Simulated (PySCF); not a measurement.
Method: B3LYP-D3(BJ)/def2-TZVP (PySCF). All species are isolated molecules in the gas phase. B3LYP has the VWN-RPA correlation part, as in Gaussian. 

Reference species (SMILES): `[OH+]` (lower triplet) (charge +1, multiplicity 3).

```
Property                          Result
-----------------------------  ---------
highest occupied spin orbital  -25.12 eV
```

Changed species: `[S+]S` (triplet; the order of the spin states depends on the level) (S, X = mercapto, multiplicity 3; the reference has O, X = H, multiplicity 3).

Task: Give the shifts of the highest occupied spin orbital.

Result: the highest occupied spin orbital increases by 10.88 eV, to -14.24 eV.
